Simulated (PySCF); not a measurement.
Energy profile

The step: SiH₄O₂ ([OH][SiH2][OH]) → SiH₂O ([O][SiH2]) + H₂O (still joined by a long Si–O bond); bonds formed: O2–H4; bonds broken: O3–H4; bonds weakened to dative contacts: Si1–O2 (atoms numbered as in the saddle structure below).

```
7
angstrom
Si -0.2189 -0.1621 0.7069
O 0.4534 0.5881 -0.8743
O 0.5756 -1.4471 0.3256
H 0.8136 -0.4167 -0.8468
H -1.6933 -0.0535 0.5292
H 0.2295 0.7720 1.7674
H -0.1598 0.7193 -1.6079
```

Electronic energies by CCSD(T) at an estimated basis limit (MP2 extrapolated from triple and quadruple zeta, plus CCSD(T) − MP2 in triple zeta), on PBE0-D4/def2-TZVP structures; SiH₄O₂, closed shell; no counterpoise correction. PySCF 2.14 with density fitting (its default auxiliary sets; JK sets also for MP2 and CCSD(T)); basis: def2-TZVPP and def2-QZVPP; cores frozen in the correlated methods. Extrapolation: Hartree–Fock as exp(−7.88 √X), correlation as X^−2.97.

(1) Give the profile in kJ/mol, counted from the start structure. (Judge from chemistry; the value comes from the calculation.)

No T1 diagnostic of these runs exceeds 0.023.

## Answers

(1) By the calculation:
| point | kJ/mol |
| --- | --- |
| start structure | 0.0 |
| saddle | 226.9 |
| end structure | 217.6 |
| separated: SiH₂O (linked as [O][SiH2]; Si1, O3, H5, H6; singlet) + H₂O (O2, H4, H7; singlet) | 300.0 |

For scale, one of the runs: CCSD(T)/def2-TZVPP, 160 basis functions, launched by `OMP_NUM_THREADS=4 python run.py`. Time: 41 s of wall clock on 4 CPU threads of an AMD EPYC 9B45; the host was shared. Peak host memory: 1.2 GiB.
